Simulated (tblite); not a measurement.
C4H7O2 (doublet state).
Atom-mapped SMILES: `[CH2:1][O:2][CH2:3][C:4]([CH3:5])=[O:6]` (hydrogens: H7, H8 on C1; H9, H10 on C3; H11, H12, H13 on C5)
Bond orders are those of one Lewis drawing.

Computed with GFN2-xTB (tblite), gas phase: L-BFGS steps from a force-field or distance-geometry start until the largest atomic force falls under 0.01 eV/Å.

Step 2: E = -548.5369 eV
```
atom  x, y, z in Å  |  force x, y, z in eV/Å
C1      2.0597    1.2199   -0.0297    0.053  -0.234   0.105
O2      0.7796    0.7940   -0.2217   -0.048  -0.010   0.165
C3      0.5761   -0.5603    0.0921   -0.144  -0.112  -0.070
C4     -0.8864   -0.9620   -0.1040   -0.252  -0.269   0.024
C5     -1.9199    0.0159    0.3778   -0.052  -0.040   0.080
O6     -1.1823   -2.0333   -0.5738    0.236   0.212   0.086
H7      2.8351    0.4842    0.1147   -0.038   0.267  -0.055
H8      2.2261    2.2521   -0.2349    0.063   0.047  -0.064
H9      0.8464   -0.7611    1.1508   -0.085   0.026  -0.248
H10     1.1998   -1.2007   -0.5516   -0.005  -0.005   0.087
H11    -1.8913    0.9178   -0.2321    0.133   0.000   0.136
H12    -1.7388    0.2676    1.4240    0.094   0.126  -0.182
H13    -2.9084   -0.4336    0.2975    0.044  -0.008  -0.064
```

Step 3: E = -548.5431 eV
```
atom  x, y, z in Å  |  force x, y, z in eV/Å
C1      2.0604    1.2167   -0.0282   -0.063   0.045   0.050
O2      0.7791    0.7934   -0.2190   -0.044   0.004   0.142
C3      0.5735   -0.5616    0.0907   -0.116  -0.062  -0.046
C4     -0.8897   -0.9632   -0.1022   -0.108  -0.141   0.026
C5     -1.9206    0.0152    0.3787   -0.044  -0.024   0.025
O6     -1.1794   -2.0327   -0.5738    0.135   0.046   0.028
H7      2.8345    0.4882    0.1138    0.088   0.117  -0.029
H8      2.2270    2.2525   -0.2358    0.035  -0.080  -0.037
H9      0.8452   -0.7607    1.1472   -0.079   0.001  -0.182
H10     1.2000   -1.2008   -0.5503   -0.019  -0.017   0.058
H11    -1.8893    0.9177   -0.2299    0.128  -0.001   0.114
H12    -1.7374    0.2695    1.4212    0.092   0.127  -0.096
H13    -2.9076   -0.4337    0.2965   -0.006  -0.013  -0.053
```

**Question.** Estimate the geometry and energy of step 4. (The exact step hangs on the optimiser's Hessian estimate; all steps are aligned on step 3, rigid shifts and turns removed.)

**Answer.** E = -548.5498 eV, largest force 0.183 eV/Å
```
atom  x, y, z in Å  |  force x, y, z in eV/Å
C1      2.0588    1.2161   -0.0257   -0.079   0.085   0.053
O2      0.7777    0.7920   -0.2121   -0.093   0.067   0.067
C3      0.5669   -0.5639    0.0875    0.004   0.024  -0.002
C4     -0.8955   -0.9658   -0.0982    0.094   0.025  -0.021
C5     -1.9225    0.0138    0.3798   -0.007  -0.020  -0.024
O6     -1.1733   -2.0333   -0.5741   -0.032  -0.176  -0.037
H7      2.8368    0.4951    0.1122    0.132   0.019  -0.015
H8      2.2290    2.2501   -0.2376    0.002  -0.053  -0.043
H9      0.8419   -0.7603    1.1389   -0.063  -0.054  -0.030
H10     1.1998   -1.2016   -0.5476   -0.052  -0.027   0.004
H11    -1.8837    0.9173   -0.2244    0.109   0.017   0.042
H12    -1.7333    0.2750    1.4159    0.072   0.107   0.034
H13    -2.9069   -0.4340    0.2941   -0.088  -0.013  -0.027
```

The energy changes by -0.0066 eV. The first-order estimate −F·Δx gives -0.0107 eV and the mean of the old and new forces, exact on a quadratic surface, -0.0066 eV. The step makes an angle of 19° with the force vector and moves no atom by more than 0.009 Å.

The cost below is that of the whole relaxation. The run took 0.4 s wall on an Arm Neoverse V1 with one thread, on a shared host.
